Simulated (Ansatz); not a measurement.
# Relative stability

Two relaxed structures of CH$_{4}$AlO, doublet (PBE0-D4/def2-TZVP; forces vanish, vibrations not checked).

A:

| atom | x (Å) | y (Å) | z (Å) |
| --- | --- | --- | --- |
| C1 | -0.3305 | -0.1823 | -0.8496 |
| O2 | -0.1337 | -1.2634 | 0.1804 |
| Al3 | 0.5333 | 0.5399 | 0.7536 |
| H4 | -1.3940 | -0.0290 | -1.0279 |
| H5 | 0.1746 | -0.5041 | -1.7563 |
| H6 | -0.5099 | 1.0011 | 1.8859 |
| H7 | -0.9791 | -1.5900 | 0.5005 |

B:

C1  (-0.169, -0.209, -0.811)
O2  (-0.539, -1.204, 0.170)
Al3  (0.512, 0.449, 0.844)
H4  (-0.239, -2.094, -0.050)
H5  (-0.301, -0.526, -1.839)
H6  (-0.386, 1.347, 1.788)
H7  (1.985, 0.020, 1.247)
(Å)

Ansatz 0.2.0; basis: def2-TZVPP; cores frozen in the correlated methods; orbitals are unrestricted. B3LYP uses VWN-RPA correlation.

(1) Which structure is lower at CCSD(T), and by how much? (An estimate is asked for; the value comes from the calculation.)

T1 diagnostic: at most 0.016. ⟨S²⟩ of the unrestricted Hartree–Fock references: 0.75 to 0.77 (a pure state has 0.75).

Results:

(1) By the calculation: A, by 16.07 kcal/mol (electronic energy, against the other). By their contacts, A is CH₄AlO ([CH2]1[OH][AlH]1) and B is CH₄AlO ([CH]1[OH][AlH2]1).

All methods give the same order:

| method | E(B) − E(A) (kcal/mol) |
| --- | --- |
| PBE-D4 | 18.31 |
| r2SCAN-D4 | 15.49 |
| PBE0-D4 | 17.44 |
| B3LYP-D4 | 14.87 |
| wB97M-V | 14.33 |
| HF | 10.61 |
| MP2 | 19.13 |
| CCSD | 15.21 |
| CCSD(T) | 16.07 |

Labels in which every atom is bracketed show which atoms are joined, not bond orders.

For scale, one of the runs: CCSD(T)/def2-TZVPP, 160 basis functions, launched by `ansatz run in.yaml --threads 2 --pin off --events-out ev --progress --plain --max-ram 4352MiB`. The run took 67 s on 2 CPU threads of an Arm Neoverse V2 (shared host), with 2.7 GiB of host memory at its peak.
